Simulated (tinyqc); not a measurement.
UKS/PBE in the sto-6g basis, for H2O, spin multiplicity 3, step by step. One step of it, computed by the program tinyqc.

Problem. Iteration 1: building the Kohn-Sham matrix. J_ij = sum D_kl (ij|kl) with D = D(alpha) + D(beta); F = H + J + V_xc; E = tr D H + tr D J / 2 + E_xc + E_nn.

D(alpha) at the start:
```
            1O 1s      1O 2s     1O 2px     1O 2py     1O 2pz      2H 1s      3H 1s
1O 1s    1.050442  -0.340318   0.021176   0.023282  -0.013909   0.151222   0.032273
1O 2s   -0.340318   1.127720   0.095474   0.104969   0.221741  -0.016330  -0.552622
1O 2px   0.021176   0.095474   0.962149  -0.041615  -0.018170  -0.164687   0.047927
1O 2py   0.023282   0.104969  -0.041615   1.113722  -0.019977  -0.514791   0.386419
1O 2pz  -0.013909   0.221741  -0.018170  -0.019977   1.090426  -0.322397  -0.220331
2H 1s    0.151222  -0.016330  -0.164687  -0.514791  -0.322397   0.579047   0.107389
3H 1s    0.032273  -0.552622   0.047927   0.386419  -0.220331   0.107389   1.234904
```

D(beta) at the start:
```
            1O 1s      1O 2s     1O 2px     1O 2py     1O 2pz      2H 1s      3H 1s
1O 1s    0.346913  -0.060191   0.168010   0.300077  -0.232072  -0.150868  -0.102960
1O 2s   -0.060191   0.893982  -0.272325   0.075610   0.228483   0.109293  -0.492161
1O 2px   0.168010  -0.272325   0.148460   0.105285  -0.175466  -0.088122   0.092898
1O 2py   0.300077   0.075610   0.105285   0.951324   0.118871  -0.399471   0.435248
1O 2pz  -0.232072   0.228483  -0.175466   0.118871   0.970236  -0.412573  -0.257929
2H 1s   -0.150868   0.109293  -0.088122  -0.399471  -0.412573   0.449099   0.049032
3H 1s   -0.102960  -0.492161   0.092898   0.435248  -0.257929   0.049032   1.208552
```

core Hamiltonian H = T + V (hartree):
```
             1O 1s      1O 2s     1O 2px     1O 2py     1O 2pz      2H 1s      3H 1s
1O 1s   -32.837024  -7.256701   0.000000   0.000000  -0.014306  -1.077200  -1.077200
1O 2s    -7.256701  -9.060383   0.000000   0.000000  -0.167057  -2.572510  -2.572510
1O 2px    0.000000   0.000000  -7.319695   0.000000   0.000000   0.000000   0.000000
1O 2py    0.000000   0.000000   0.000000  -7.409324   0.000000  -1.463345   1.463345
1O 2pz   -0.014306  -0.167057   0.000000   0.000000  -7.384856  -1.291124  -1.291124
2H 1s    -1.077200  -2.572510   0.000000  -1.463345  -1.291124  -4.335173  -0.954095
3H 1s    -1.077200  -2.572510   0.000000   1.463345  -1.291124  -0.954095  -4.335173
```

Two-electron integrals (ij|kl) in chemists' order, unique and non-zero (hartree):
```
(11|11) 4.787491    (21|11) 0.675884    (21|21) 0.121505    (22|11) 1.117379
(22|21) 0.249212    (22|22) 0.817383    (31|31) 0.025762    (32|31) 0.039145
(32|32) 0.180664    (33|11) 1.117381    (33|21) 0.249212    (33|22) 0.817382
(33|33) 0.880663    (41|41) 0.025762    (42|41) 0.039145    (42|42) 0.180664
(43|43) 0.047461    (44|11) 1.117381    (44|21) 0.249212    (44|22) 0.817382
(44|33) 0.785741    (44|44) 0.880663    (51|51) 0.025762    (52|51) 0.039145
(52|52) 0.180664    (53|53) 0.047461    (54|54) 0.047461    (55|11) 1.117381
(55|21) 0.249212    (55|22) 0.817382    (55|33) 0.785741    (55|44) 0.785741
(55|55) 0.880663    (61|11) 0.105998    (61|21) 0.018278    (61|22) 0.036714
(61|33) 0.036637    (61|41) 0.000683    (61|42) 0.001340    (61|44) 0.036772
(61|51) 0.000582    (61|52) 0.001142    (61|54) 0.000115    (61|55) 0.036735
(61|61) 0.002802    (62|11) 0.277061    (62|21) 0.062754    (62|22) 0.230364
(62|33) 0.226420    (62|41) 0.003841    (62|42) 0.029247    (62|44) 0.233270
(62|51) 0.003275    (62|52) 0.024937    (62|54) 0.005841    (62|55) 0.231400
(62|61) 0.009508    (62|62) 0.083521    (63|31) 0.006712    (63|32) 0.038630
(63|43) 0.005930    (63|53) 0.005056    (63|63) 0.011310    (64|11) 0.159351
(64|21) 0.036580    (64|22) 0.143148    (64|33) 0.136871    (64|41) 0.008627
(64|42) 0.055442    (64|44) 0.152767    (64|51) 0.001633    (64|52) 0.014335
(64|54) 0.008497    (64|55) 0.139805    (64|61) 0.005774    (64|62) 0.063065
(64|64) 0.058324    (65|11) 0.135870    (65|21) 0.031190    (65|22) 0.122054
(65|33) 0.116702    (65|41) 0.001633    (65|42) 0.014335    (65|44) 0.120144
(65|51) 0.008104    (65|52) 0.050852    (65|54) 0.008864    (65|55) 0.129316
(65|61) 0.004923    (65|62) 0.053772    (65|64) 0.040087    (65|65) 0.045489
(66|11) 0.445581    (66|21) 0.102789    (66|22) 0.433341    (66|33) 0.416937
(66|41) 0.007531    (66|42) 0.080092    (66|44) 0.445432    (66|51) 0.006422
(66|52) 0.068290    (66|54) 0.024296    (66|55) 0.437653    (66|61) 0.015695
(66|62) 0.206876    (66|64) 0.177866    (66|65) 0.151656    (66|66) 0.774999
(71|11) 0.105998    (71|21) 0.018278    (71|22) 0.036714    (71|33) 0.036637
(71|41) -0.000683   (71|42) -0.001340   (71|44) 0.036772    (71|51) 0.000582
(71|52) 0.001142    (71|54) -0.000115   (71|55) 0.036735    (71|61) 0.002763
(71|62) 0.009205    (71|64) 0.005127    (71|65) 0.004771    (71|66) 0.015061
(71|71) 0.002802    (72|11) 0.277061    (72|21) 0.062754    (72|22) 0.230364
(72|33) 0.226420    (72|41) -0.003841   (72|42) -0.029247   (72|44) 0.233270
(72|51) 0.003275    (72|52) 0.024937    (72|54) -0.005841   (72|55) 0.231400
(72|61) 0.009205    (72|62) 0.066755    (72|64) 0.035084    (72|65) 0.041840
(72|66) 0.133461    (72|71) 0.009508    (72|72) 0.083521    (73|31) 0.006712
(73|32) 0.038630    (73|43) -0.005930   (73|53) 0.005056    (73|63) 0.008723
(73|73) 0.011310    (74|11) -0.159351   (74|21) -0.036580   (74|22) -0.143148
(74|33) -0.136871   (74|41) 0.008627    (74|42) 0.055442    (74|44) -0.152767
(74|51) -0.001633   (74|52) -0.014335   (74|54) 0.008497    (74|55) -0.139805
(74|61) -0.005127   (74|62) -0.035084   (74|64) -0.010257   (74|65) -0.021557
(74|66) -0.064214   (74|71) -0.005774   (74|72) -0.063065   (74|74) 0.058324
(75|11) 0.135870    (75|21) 0.031190    (75|22) 0.122054    (75|33) 0.116702
(75|41) -0.001633   (75|42) -0.014335   (75|44) 0.120144    (75|51) 0.008104
(75|52) 0.050852    (75|54) -0.008864   (75|55) 0.129316    (75|61) 0.004771
(75|62) 0.041840    (75|64) 0.021557    (75|65) 0.034492    (75|66) 0.091007
(75|71) 0.004923    (75|72) 0.053772    (75|74) -0.040087   (75|75) 0.045489
(76|11) 0.093228    (76|21) 0.021363    (76|22) 0.085776    (76|33) 0.083682
(76|44) 0.085157    (76|51) 0.001694    (76|52) 0.015649    (76|55) 0.088488
(76|61) 0.003206    (76|62) 0.031577    (76|64) 0.020724    (76|65) 0.022866
(76|66) 0.083974    (76|71) 0.003206    (76|72) 0.031577    (76|74) -0.020724
(76|75) 0.022866    (76|76) 0.015368    (77|11) 0.445581    (77|21) 0.102789
(77|22) 0.433341    (77|33) 0.416937    (77|41) -0.007531   (77|42) -0.080092
(77|44) 0.445432    (77|51) 0.006422    (77|52) 0.068290    (77|54) -0.024296
(77|55) 0.437653    (77|61) 0.015061    (77|62) 0.133461    (77|64) 0.064214
(77|65) 0.091007    (77|66) 0.295349    (77|71) 0.015695    (77|72) 0.206876
(77|74) -0.177866   (77|75) 0.151656    (77|76) 0.083974    (77|77) 0.774999
```

nuclear repulsion = 7.54487235 hartree

V_xc(alpha) (hartree):
```
            1O 1s      1O 2s     1O 2px     1O 2py     1O 2pz      2H 1s      3H 1s
1O 1s   -3.078833  -0.378374  -0.002882  -0.004032  -0.003046  -0.061815  -0.061557
1O 2s   -0.378374  -0.822218  -0.007453  -0.012954  -0.013718  -0.216189  -0.224859
1O 2px  -0.002882  -0.007453  -0.818479   0.005701   0.002809   0.000479  -0.001661
1O 2py  -0.004032  -0.012954   0.005701  -0.821596   0.005492  -0.131681   0.141032
1O 2pz  -0.003046  -0.013718   0.002809   0.005492  -0.826497  -0.115183  -0.126918
2H 1s   -0.061815  -0.216189   0.000479  -0.131681  -0.115183  -0.444205  -0.078335
3H 1s   -0.061557  -0.224859  -0.001661   0.141032  -0.126918  -0.078335  -0.548401
```

V_xc(beta) (hartree):
```
            1O 1s      1O 2s     1O 2px     1O 2py     1O 2pz      2H 1s      3H 1s
1O 1s   -2.295854  -0.297871  -0.002369  -0.028274   0.015417  -0.048610  -0.047129
1O 2s   -0.297871  -0.726778   0.052006  -0.029231  -0.002801  -0.197196  -0.202214
1O 2px  -0.002369   0.052006  -0.659769  -0.015546   0.022480   0.011055   0.013199
1O 2py  -0.028274  -0.029231  -0.015546  -0.756127  -0.011123  -0.127645   0.128308
1O 2pz   0.015417  -0.002801   0.022480  -0.011123  -0.764331  -0.107636  -0.116185
2H 1s   -0.048610  -0.197196   0.011055  -0.127645  -0.107636  -0.418383  -0.072673
3H 1s   -0.047129  -0.202214   0.013199   0.128308  -0.116185  -0.072673  -0.533340
```

E_xc = sum of w rho eps_xc = -7.92847292 hartree

Give: Coulomb J; F(alpha); F(beta); total energy of this density.

Solution.

Coulomb J (hartree):
```
          1O 1s    1O 2s   1O 2px   1O 2py   1O 2pz    2H 1s    3H 1s
1O 1s   14.4092   2.6947  -0.0056   0.0265   0.0137   0.4070   0.4055
1O 2s    2.6947   7.5887  -0.0577   0.0263   0.1646   2.1791   2.2277
1O 2px  -0.0056  -0.0577   7.5131   0.0014  -0.0195  -0.0156  -0.0151
1O 2py   0.0265   0.0263   0.0014   7.6265  -0.0178   1.3586  -1.4196
1O 2pz   0.0137   0.1646  -0.0195  -0.0178   7.6265   1.2044   1.2561
2H 1s    0.4070   2.1791  -0.0156   1.3586   1.2044   4.3596   0.8593
3H 1s    0.4055   2.2277  -0.0151  -1.4196   1.2561   0.8593   4.8462
```

F(alpha) (hartree):
```
           1O 1s    1O 2s   1O 2px   1O 2py   1O 2pz    2H 1s    3H 1s
1O 1s   -21.5067  -4.9404  -0.0085   0.0225  -0.0036  -0.7320  -0.7332
1O 2s    -4.9404  -2.2939  -0.0652   0.0134  -0.0162  -0.6096  -0.5697
1O 2px   -0.0085  -0.0652  -0.6250   0.0071  -0.0167  -0.0151  -0.0167
1O 2py    0.0225   0.0134   0.0071  -0.6044  -0.0123  -0.2364   0.1848
1O 2pz   -0.0036  -0.0162  -0.0167  -0.0123  -0.5849  -0.2019  -0.1619
2H 1s    -0.7320  -0.6096  -0.0151  -0.2364  -0.2019  -0.4198  -0.1731
3H 1s    -0.7332  -0.5697  -0.0167   0.1848  -0.1619  -0.1731  -0.0373
```

F(beta) (hartree):
```
           1O 1s    1O 2s   1O 2px   1O 2py   1O 2pz    2H 1s    3H 1s
1O 1s   -20.7237  -4.8598  -0.0080  -0.0017   0.0149  -0.7188  -0.7188
1O 2s    -4.8598  -2.1985  -0.0057  -0.0029  -0.0053  -0.5906  -0.5470
1O 2px   -0.0080  -0.0057  -0.4663  -0.0142   0.0030  -0.0045  -0.0019
1O 2py   -0.0017  -0.0029  -0.0142  -0.5389  -0.0289  -0.2324   0.1721
1O 2pz    0.0149  -0.0053   0.0030  -0.0289  -0.5227  -0.1944  -0.1512
2H 1s    -0.7188  -0.5906  -0.0045  -0.2324  -0.1944  -0.3940  -0.1675
3H 1s    -0.7188  -0.5470  -0.0019   0.1721  -0.1512  -0.1675  -0.0223
```

total energy of this density = -60.741513 hartree
